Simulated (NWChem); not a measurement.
# Correlation energy of tetrafluoroethylene (C2F4)

```
C
F 1 1.3087
F 1 1.3087 2 113.66
C 1 1.3294 2 123.17 3 180.00
F 4 1.3087 1 123.17 2 180.00
F 4 1.3087 5 113.66 1 180.00
```
Charge 0, spin multiplicity 1.

Program: NWChem. Structure: optimised with PBE0/def2-SVP, a minimum by its harmonic frequencies.

Basis set: 6-31G*. Each correlation energy counts from its own Hartree-Fock reference.

The correlated methods keep 6 core orbitals frozen. The Pople sets run with spherical d functions. No row is a measurement; the coupled-cluster row has its own basis-set and correlation limits.

**Question.** Order these methods by the correlation energy they give, lowest first: CR-CCSD(T), SCS-MP2, CCSD(T), CR-CCSD[T], CCSD+T(CCSD), CCSD.

**Answer.** CCSD+T(CCSD) (-957.7 mHa), CCSD(T) (-954.5 mHa), CR-CCSD[T] (-950.2 mHa), CR-CCSD(T) (-947.9 mHa), CCSD (-930.2 mHa), SCS-MP2 (-877.7 mHa)
